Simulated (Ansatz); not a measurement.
Scan of the C1–H6 bond length

CH5AlS (SMILES [CH3][AlH][SH]), closed shell, at its PBE0-D4/def2-TZVP minimum:

C1  (-0.729, 1.067, -0.418)
Al2  (0.572, -0.327, -0.038)
S3  (-0.004, -1.933, 1.332)
H4  (-0.343, 2.048, -0.124)
H5  (-1.676, 0.909, 0.102)
H6  (-0.938, 1.121, -1.491)
H7  (2.030, -0.381, -0.654)
H8  (1.180, -2.561, 1.235)
(Å)

The bond length C1–H6 (1.095 Å at the minimum) is set to the values below, the two halves moving rigidly along the bond. Each method's energies count from its own value at the PBE0-D4 minimum structure. Ansatz 0.2.0; basis: def2-TZVPP; cores frozen in the correlated methods. B3LYP uses VWN-RPA correlation.

| bond length (Å) | CCSD(T) (kJ/mol) | PBE0-D4 (kJ/mol) |
| --- | --- | --- |
| 0.942 | 49.9 | 49.8 |
| 0.974 | 29.1 | 29.0 |
| 1.021 | 9.8 | 9.8 |
| 1.076 | 0.6 | 0.5 |
| 1.137 | 2.6 | 2.7 |
| 1.203 | ? | 15.4 |
| 1.273 | 35.9 | 36.7 |
| 1.347 | ? | 64.7 |
| 1.423 | ? | 96.8 |

Fill in the withheld CCSD(T) values. (To be estimated.)

The calculation gives: 15.0 kJ/mol at 1.203 Å; 63.4 kJ/mol at 1.347 Å; 94.9 kJ/mol at 1.423 Å. These count from the CCSD(T) energy at the PBE0-D4 minimum.

Largest difference from the CCSD(T) curve over the scan: PBE-D4 6.8; r2SCAN-D4 0.7; B3LYP-D4 1.4; wB97M-V 3.5 kJ/mol. Each curve counts from its own value at the minimum.

The T1 diagnostic stays at or below 0.012.

For scale, one of the runs: CCSD(T)/def2-TZVPP, 185 basis functions (an equivalent command: `ansatz run in.yaml --threads 2`). Hardware: 2 CPU threads, shared host. Wall time 17 s; peak host memory 1.7 GiB.
